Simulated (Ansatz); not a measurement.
fcc Au, treated with LDA (plane waves, PAW; Ansatz, a first-principles code).

Numerical settings: plane-wave cutoff 500 eV, 30×30×30 k mesh, Fermi–Dirac smearing 0.1 eV, scalar-relativistic PAW data made under PBE.

Computed at the level's own relaxed cell.

Estimate the equilibrium volume per atom and lattice parameter a that the calculation returns.


* **equilibrium volume per atom**: 16.58 Å³/atom
* **lattice parameter a**: 4.048 Å

Measured, for comparison: equilibrium volume per atom 16.76 Å³/atom, lattice constant a 4.062 Å (static lattice: zero-point anharmonic expansion removed; as tabulated in Mejia-Rodriguez and Trickey (2018), arXiv:1807.09216). Computed (rounded) less measured: equilibrium volume per atom -1.1 %, lattice constant a -0.3 %.

Spin–orbit coupling is not included; it can shift volumes and moduli of such heavy elements.

Static lattice: no zero-point or thermal effects.

It cost around 90 core-seconds (rough) of CPU time.
